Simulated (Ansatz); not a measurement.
# C₅H₆: small, medium and large basis sets

An exercise on one series of results from a longer session: the logs are not shown, and one member is left open.

The runs use Ansatz 0.2.0, Gaussian basis; one geometry, several basis sets.

Levels to be run: PBE0-D4/def2-SVP; ωB97M-V/def2-SVP; PBE0-D4/def2-QZVPP; ωB97M-V/def2-QZVPP; the functionals' def2-TZVPP values are taken from earlier runs.

### Structure used throughout

The geometry comes from an earlier relaxation with PBE0-D4 in a triple-zeta def2 set; it is a stationary point, not always the lowest conformer.

SMILES `C1=C[C@H]2C[C@@H]12`, 11 atoms, charge 0, spin multiplicity 1.

Atoms are counted from 1 here; the program's logs count them from 0.

Bond lengths: C1–C2 1.337 Å, C1–C5 1.511 Å, C1–H6 1.083 Å, C2–C3 1.511 Å, C2–H7 1.083 Å, C3–C4 1.507 Å, C3–C5 1.512 Å, C3–H8 1.081 Å, C4–C5 1.507 Å, C4–H9 1.085 Å, C4–H10 1.087 Å, C5–H11 1.081 Å. Angles: C2–C1–C5 93.3°, C2–C1–H6 133.9°, C5–C1–H6 132.0°, C1–C2–C3 93.3°, C1–C2–H7 133.9°, C3–C2–H7 132.0°, C2–C3–C4 109.1°, C2–C3–C5 86.7°, C2–C3–H8 127.7°, C4–C3–C5 59.9°, C4–C3–H8 122.2°, C5–C3–H8 126.1°, C3–C4–C5 60.2°, C3–C4–H9 119.2°, C3–C4–H10 116.0°, C5–C4–H9 119.2°, C5–C4–H10 116.0°, H9–C4–H10 115.3° and more.

The first run:

in.yaml reads:

```yaml
crystal:
  periodic: [false, false, false]
  atoms:
    - {symbol: C, position_ang: [-0.775476, 0.257736, -1.077605]}
    - {symbol: C, position_ang: [-0.823309, -0.948181, -0.502264]}
    - {symbol: C, position_ang: [0.469564, -0.737174, 0.251209]}
    - {symbol: C, position_ang: [0.353270, 0.507687, 1.093197]}
    - {symbol: C, position_ang: [0.523777, 0.626767, -0.399767]}
    - {symbol: H, position_ang: [-1.478169, 0.838956, -1.662661]}
    - {symbol: H, position_ang: [-1.579762, -1.721425, -0.441036]}
    - {symbol: H, position_ang: [1.295506, -1.427616, 0.353453]}
    - {symbol: H, position_ang: [-0.604662, 0.757881, 1.537653]}
    - {symbol: H, position_ang: [1.223870, 0.759772, 1.693818]}
    - {symbol: H, position_ang: [1.395381, 1.085606, -0.845998]}
basis:
  gaussian: {orbitals: def2-SVP}
hamiltonian: {xc: pbe0, dispersion: d4}
output: {orbitals: {seedname: orbitals}}
```

Run with:

```
ansatz run in.yaml --threads 4 --pin off --events-out ev --progress --plain --max-ram 10444MiB
```

Steps of the session up to this table: PBE0-D4 in def2-SVP; ωB97M-V in def2-SVP; PBE0-D4 in def2-QZVPP; ωB97M-V in def2-QZVPP.

One table of the session follows, with a row left open; its other results are not shown here.

It belongs to the step «Density functionals: the series». 

```
functional       basis  HOMO (eV)  LUMO (eV)
   PBE0-D4    def2-SVP      -6.38       0.10
   PBE0-D4  def2-TZVPP      -6.39      -0.04
   PBE0-D4  def2-QZVPP      -6.40      -0.09
   ωB97M-V    def2-SVP      -8.63       2.34
   ωB97M-V  def2-TZVPP          ?          ?
   ωB97M-V  def2-QZVPP      -8.64       1.97
```

Estimate the missing values for ωB97M-V, def2-TZVPP.

As computed: HOMO (eV): -8.63; LUMO (eV): 2.09.
